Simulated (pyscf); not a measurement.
Atom transfer: `[GeH3]` [doublet] + `[ClH]` -> `[Cl][GeH3]` + `[H]` [doublet]

Gas phase, doublet surface, charge 0. Bonds broken: Cl5–H6. Bonds formed: Ge1–Cl5. Single points on ωB97X-D3(BJ)/def2-SVP structures (PySCF, gas phase). MP2 and CC: frozen core, UHF for open shells. ΔMP2 is the change of the MP2 total energy from the triple- to the quadruple-zeta basis.

Transition state (Å):

```xyz
6

Ge     0.1276     0.1061     0.1194
H      0.3270     1.2826    -0.8435
H     -0.6550     0.5237     1.3702
H     -0.5201    -1.0952    -0.5795
Cl     2.2744    -0.5804     0.8368
H      3.7133    -1.0413     1.3182
```

One imaginary mode, 1029i cm⁻¹; descent along it reached the two sides named.

| bond | change | reactant side (Å) | saddle | product side |
|---|---|---|---|---|
| Cl5–H6 | breaks | 1.285 | 1.586 | 3.6 |
| Ge1–Cl5 | forms | 3.7 | 2.365 | 2.160 |

Electronic energies relative to the separated reactants (kJ/mol):

```tsv
level	barrier	reaction energy	reverse barrier
ωB97X-D3(BJ)/def2-TZVP	74.3	+9.5	64.7
PBE/def2-TZVP	48.8	+28.8	20.0
r²SCAN/def2-TZVP	56.0	+31.3	24.7
B3LYP-D3(BJ)/def2-TZVP	63.2	+34.7	28.5
PBE0-D3(BJ)/def2-TZVP	61.4	+23.0	38.4
M06-2X/def2-TZVP	83.9	+26.4	57.5
ωB97M-D3(BJ)/def2-TZVP	88.6	+32.1	56.5
HF/def2-TZVP	130.0	+10.7	119.2
MP2/def2-QZVPP	86.7	+12.6	74.1
CCSD/def2-TZVPP	100.0	+36.3	63.7
CCSD(T)/def2-TZVPP	91.2	+32.5	58.7
CCSD(T)/def2-TZVPP + ΔMP2(QZVPP)	86.1	+30.8	55.2
```

With CCSD(T)/def2-TZVPP + ΔMP2(QZVPP) energies and thermal terms (ideal gas, 1 atm, RRHO with modes under 100 cm⁻¹ raised to 100, one conformer, R ln 2 for rigid chiral ones), in kJ/mol:

```
T (K)   ΔH‡    ΔG‡     ΔH     ΔG
-----  ----  -----  -----  -----
298    76.2  114.2  +23.6  +35.1
600    78.1  152.1  +26.3  +45.7
900    80.8  188.5  +30.1  +54.6
1200   83.4  224.0  +33.8  +62.3
```

This is the saddle that the search found; another between the same sides may lie lower. The angle at the transferred Cl is 180°. The CCSD(T) − MP2 part came from Ansatz, without density fitting, on the same reference. The frozen core leaves the outer d or s,p core shells of the metals and heavy elements correlated in the MP2 and CC values, and def2-TZVPP describes them poorly, which can shift differences by a few kcal/mol. Elements up to Kr have no core potential and no relativistic terms here.
